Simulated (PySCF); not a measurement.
C₃H₆O, SMILES CC(C)=O (connectivity only; charge and spin as stated), charge +1, multiplicity 2.

Coordinates come from a r2SCAN-D4/def2-SVP optimisation. The multiplicity is an assumed one; other spin states were not compared.

These are TDA-PBE/def2-SVPD run with PySCF values and carry that method's errors.

Vertical excitations. The molecule is in vacuum.

Computed lowest excited states:
```
state    energy (eV)  λ (nm)      f                                main pairs
-------  -----------  ------  -----  ----------------------------------------
root 1          2.61     476  0.000                          β HOMO→LUMO 94 %
root 2          2.70     459  0.000                        β HOMO−1→LUMO 94 %
root 3          2.97     417  0.002                        β HOMO−2→LUMO 88 %
root 4          3.17     391  0.012                        β HOMO−3→LUMO 87 %
root 5          5.15     241  0.007                        β HOMO−5→LUMO 99 %
root 6          5.26     236  0.000       α HOMO→LUMO 8 %, β HOMO−6→LUMO 91 %
root 7          5.50     225  0.033     α HOMO−3→LUMO 9 %, β HOMO−4→LUMO 82 %
root 8          5.71     217  0.000       α HOMO→LUMO 91 %, β HOMO−6→LUMO 8 %
root 9          6.45     192  0.000  α HOMO−3→LUMO 41 %, β HOMO−1→LUMO+1 49 %
root 10         6.63     187  0.000    α HOMO−1→LUMO 52 %, β HOMO→LUMO+1 42 %
```
Unrestricted roots are not spin-pure.
